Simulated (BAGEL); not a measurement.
**C2H6B− (SMILES [BH3-]C=C) at HF/cc-pVDZ (density fitting with qzvpp-jkfit)**

What is the vertical singlet–triplet gap of C2H6B− at HF/cc-pVDZ (density fitting with qzvpp-jkfit)? 

The calculation is run with BAGEL 1.2.2.

### 1 The system as given

C2H6B− has 9 atoms, charge -1, and is taken as a singlet. SMILES: `[BH3-]C=C`. The coordinates come from a GFN2-xTB relaxation.

Bond lengths: B1–C2 1.621 Å, C2–C3 1.325 Å, B1–H4 1.227 Å, B1–H5 1.230 Å, B1–H6 1.227 Å, C2–H7 1.098 Å, C3–H8 1.083 Å, C3–H9 1.094 Å. Some angles: B1–C2–C3 127.4°, B1–C2–H7 117.5°, C3–C2–H7 115.1°, C2–B1–H4 109.9°, C2–B1–H5 110.3°, C2–B1–H6 110.0°, C2–C3–H8 121.3°, C2–C3–H9 124.5°, H4–B1–H5 108.9°, H4–B1–H6 108.8°.

### 2 A single-point energy at HF/cc-pVDZ (density fitting with qzvpp-jkfit)

File input.json:

```json
{ "bagel" : [

{
  "title" : "molecule",
  "basis" : "cc-pvdz.json",
  "df_basis" : "qzvpp-jkfit",
  "angstrom" : true,
  "geometry" : [
    { "atom" : "B", "xyz" : [      -0.629450,       0.770260,      -0.695580 ] },
    { "atom" : "C", "xyz" : [       0.561290,      -0.121590,      -0.051130 ] },
    { "atom" : "C", "xyz" : [       0.475920,      -0.957440,       0.973350 ] },
    { "atom" : "H", "xyz" : [      -1.515350,       0.037540,      -1.123250 ] },
    { "atom" : "H", "xyz" : [      -0.196360,       1.453510,      -1.621580 ] },
    { "atom" : "H", "xyz" : [      -1.107230,       1.511780,       0.156690 ] },
    { "atom" : "H", "xyz" : [       1.558120,      -0.038670,      -0.502980 ] },
    { "atom" : "H", "xyz" : [      -0.460650,      -1.116340,       1.494340 ] },
    { "atom" : "H", "xyz" : [       1.313720,      -1.539040,       1.370140 ] }
  ]
},

{
  "title" : "hf",
  "charge" : -1
},

{
  "title" : "print",
  "file" : "orbitals.molden",
  "orbitals" : true
}

]}
```

The basis set cc-pVDZ is read from a file made from the Basis Set Exchange's data (not shown).

The run is started by

```sh
$ BAGEL_NUM_THREADS=1 BAGEL input.json > input.out
```

What it wrote:

```text
* using 1 threads per process

  ===============================================================
  ===============================================================

  *** Geometry ***

  { "atom" : "B", "xyz" : [     -1.189488,      1.455580,     -1.314456 ] },
  { "atom" : "C", "xyz" : [      1.060684,     -0.229772,     -0.096622 ] },
  { "atom" : "C", "xyz" : [      0.899358,     -1.809299,      1.839365 ] },
  { "atom" : "H", "xyz" : [     -2.863596,      0.070940,     -2.122635 ] },
  { "atom" : "H", "xyz" : [     -0.371067,      2.746736,     -3.064342 ] },
  { "atom" : "H", "xyz" : [     -2.092361,      2.856850,      0.296101 ] },
  { "atom" : "H", "xyz" : [      2.944420,     -0.073076,     -0.950494 ] },
  { "atom" : "H", "xyz" : [     -0.870502,     -2.109577,      2.823893 ] },
  { "atom" : "H", "xyz" : [      2.482571,     -2.908364,      2.589189 ] },

  Number of auxiliary basis functions:      333

  Since a DF basis is specified, we compute 2- and 3-index integrals:
    o Being stored without compression. Storage requirement is 0.014 GB

  Number of basis functions:       72
  Number of electrons      :       23

    * METHOD: MOLECULE                             0.31

  *** RHF ***

  === Nuclear Repulsion ===
    62.5739114243

      * DIIS with orbital gradients will be used.

  === RHF iteration (cc-pvdz.json) ===
      0       -103.69247888          0.02103630           0.04
      1       -103.84271939          0.00852343           0.04
      2       -103.86778484          0.00200357           0.04
      3       -103.86936708          0.00061763           0.04
      4       -103.86952390          0.00012734           0.04
      5       -103.86953594          0.00005742           0.04
      6       -103.86953824          0.00002270           0.04
      7       -103.86953874          0.00000534           0.04
      8       -103.86953877          0.00000143           0.05
      9       -103.86953877          0.00000040           0.04
     10       -103.86953877          0.00000011           0.04
     11       -103.86953877          0.00000003           0.04
     12       -103.86953877          0.00000001           0.05
    * SCF iteration converged.

    * Permanent dipole moment:
           (   -1.174217,     1.146895,    -0.953200) a.u.

    * METHOD: HF                                   0.71

    * METHOD: PRINT                                0.01

  ===============================================================
```

It took 1.6 s on 1 thread of Intel Xeon at 2.50GHz (Skylake/Cascade Lake), shared host.

### 3 The triplet, same level

input.json, as its differences from that of step 2:

```diff
@@ -6,3 +6,3 @@
   "df_basis" : "qzvpp-jkfit",
-  "angstrom" : true,
+  "angstrom" : "true",
   "geometry" : [
@@ -21,4 +21,5 @@
 {
-  "title" : "hf",
-  "charge" : -1
+  "title" : "uhf",
+  "charge" : -1,
+  "nopen" : 2
 },
@@ -28,3 +29,3 @@
   "file" : "orbitals.molden",
-  "orbitals" : true
+  "orbitals" : "true"
 }
```

The basis set cc-pVDZ is read from a file made from the Basis Set Exchange's data (not shown).

The run is started by

```sh
$ BAGEL_NUM_THREADS=1 BAGEL input.json > input.out
```

What it wrote:

```text
* using 1 threads per process

  ===============================================================
  ===============================================================

  *** Geometry ***

  { "atom" : "B", "xyz" : [     -1.189488,      1.455580,     -1.314456 ] },
  { "atom" : "C", "xyz" : [      1.060684,     -0.229772,     -0.096622 ] },
  { "atom" : "C", "xyz" : [      0.899358,     -1.809299,      1.839365 ] },
  { "atom" : "H", "xyz" : [     -2.863596,      0.070940,     -2.122635 ] },
  { "atom" : "H", "xyz" : [     -0.371067,      2.746736,     -3.064342 ] },
  { "atom" : "H", "xyz" : [     -2.092361,      2.856850,      0.296101 ] },
  { "atom" : "H", "xyz" : [      2.944420,     -0.073076,     -0.950494 ] },
  { "atom" : "H", "xyz" : [     -0.870502,     -2.109577,      2.823893 ] },
  { "atom" : "H", "xyz" : [      2.482571,     -2.908364,      2.589189 ] },

  Number of auxiliary basis functions:      333

  Since a DF basis is specified, we compute 2- and 3-index integrals:
    o Being stored without compression. Storage requirement is 0.014 GB

  Number of basis functions:       72
  Number of electrons      :       23

    * METHOD: MOLECULE                             0.25

  *** Open-shell HF ***

  === Nuclear Repulsion ===
    62.5739114243

      * DIIS with orbital gradients will be used.

  === UHF iteration (cc-pvdz.json) ===
      0       -103.50834021          0.04211476           0.10
      1       -103.68127436          0.01996922           0.10
      2       -103.72249977          0.01019326           0.10
      3       -103.73477273          0.00292367           0.10
      4       -103.73902800          0.00109371           0.09
      5       -103.73952417          0.00037229           0.10
      6       -103.73963755          0.00005340           0.09
      7       -103.73964805          0.00001665           0.11
      8       -103.73965062          0.00000815           0.11
      9       -103.73965145          0.00000333           0.10
     10       -103.73965159          0.00000169           0.09
     11       -103.73965161          0.00000089           0.09
     12       -103.73965161          0.00000053           0.11
     13       -103.73965162          0.00000025           0.09
     14       -103.73965162          0.00000011           0.07
     15       -103.73965162          0.00000006           0.10
     16       -103.73965162          0.00000003           0.09
     17       -103.73965162          0.00000001           0.09
    * SCF iteration converged.

    * S^2 (UHF) is 2.0213

    * Permanent dipole moment:
           (   -1.232456,     1.391912,    -1.224911) a.u.

    * METHOD: UHF                                  1.87

    * METHOD: PRINT                                0.02

  ===============================================================
```

Wall time 2.7 s (1 thread of Intel Xeon at 2.50GHz (Skylake/Cascade Lake), shared host).

### 4 What came out

Level: HF/cc-pVDZ (density fitting with qzvpp-jkfit).

| quantity | value |
| --- | --- |
| singlet: total energy | -103.86954 Eh |
| singlet: HOMO energy | -3.87 eV |
| singlet: LUMO energy | 9.93 eV |
| singlet: HOMO–LUMO gap (to an unbound level, set by the basis) | 13.80 eV |
| triplet: total energy | -103.73965 Eh |
| triplet: ⟨S²⟩ | 2.021 |
| vertical energy of the triplet above the singlet | 3.534 eV |

What this shows: At this shape the triplet lies 3.53 eV (341 kJ/mol) above the singlet. For an anion a state so high probably lies above electron detachment.
